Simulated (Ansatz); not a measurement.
1T (CdI2-type) HfTe2, treated with HSE06 (plane waves, PAW; Ansatz, an electronic-structure program).

Settings: plane-wave cutoff 460 eV, 9×9×4 k mesh (along the axes of the cell as run), Fermi–Dirac smearing 0.05 eV, scalar-relativistic PAW data made under PBE.

Cell (relaxed at this level):

```cif
data_HfTe2
_chemical_formula_sum 'Hf1 Te2'
_space_group_name_H-M_alt 'P-3m1'
_space_group_IT_number 164
_space_group_name_Hall '-P 3 2"'
_cell_length_a 3.99768
_cell_length_b 3.99768
_cell_length_c 7.15660
_cell_angle_alpha 90.000
_cell_angle_beta 90.000
_cell_angle_gamma 120.000
loop_
_atom_site_label
_atom_site_type_symbol
_atom_site_symmetry_multiplicity
_atom_site_Wyckoff_symbol
_atom_site_fract_x
_atom_site_fract_y
_atom_site_fract_z
_atom_site_occupancy
Hf1 Hf 1 a 0.00000 0.00000 0.00000 1
Te1 Te 2 d 0.33333 0.66667 0.24309 1
```

### Question
Give the computed band gap.

### Answer

* **band gap**: 0.13 eV (under three smearing widths, so not firm)

Note: the cell comes from a level without a dispersion term, which matters for the spacing of layers, chains or molecules; the relaxation could not lower the start's symmetry, so the cell can be a saddle point above a distorted one; the cell has widely spaced layers and the level no dispersion term, so their spacing and the moduli can rest on weak binding.

Spin–orbit coupling is not included; it can close the smallest gap of 0.13 eV.

Computed values are for the static lattice.
